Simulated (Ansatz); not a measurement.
Al2Si⁺. The state is a doublet with charge 1. Geometry B3LYP-D4/def2-TZVP, that of the neutral singlet; atoms count from 1.

```xyz
3

Al    0.191    1.259   -0.626
Al    0.314   -0.256    1.361
Si   -0.505   -1.004   -0.734
```

The charge 1 doublet is spin-contaminated (final ⟨S²⟩ up to 0.99, 0.75 for a pure state). The structure comes from a short search, and lower isomers may exist.

**Question.** Estimate the Mulliken populations from the PBE0/def2-TZVP orbitals of Ansatz.

**Answer.** 
```csv
atom,charge (e),spin (α − β)
Al1,0.42,0.27
Al2,0.42,0.27
Si3,0.16,0.47
```
Mulliken values depend strongly on the basis.

**Question.** Where does the spin sit?

**Answer.** Summed by element: Al 0.53, Si 0.47, of 1 unpaired in all. Largest on single atoms: Si3 0.47, Al1 0.27, Al2 0.27.

**Question.** And the Mayer bond orders between heavy atoms (over 0.3)?

**Answer.** Al1–Al2 0.87 (2.50 Å); Al1–Si3 1.26 (2.37 Å); Al2–Si3 1.26 (2.37 Å).
